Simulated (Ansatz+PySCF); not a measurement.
Values are calculated unless marked as measured or tabulated.
Input for PySCF 2.14.0:

```python
from pyscf import gto, scf

mol = gto.M(atom="""
P 0.000000 0.000000 -0.511540
N 0.000000 0.000000 1.096160
""", basis='def2-svp', charge=0, spin=0)
mf = scf.RHF(mol)
mf.init_guess = 'minao'
mf.kernel()
while True:  # follow internal instabilities
    mo, _, stable, _ = mf.stability(return_status=True)
    if stable: break
    mf.kernel(mf.make_rdm1(mo, mf.mo_occ))
print(mf.converged, mf.e_tot, mf.spin_square()[0])
```

The script is written out from the run's settings.

Results

```json
{
 "Converged": "yes",
 "Total energy": "-394.95604 hartree",
 "Spin squared of the determinant": "0.000"
}
```

Caution: an unrestricted determinant lies well below.
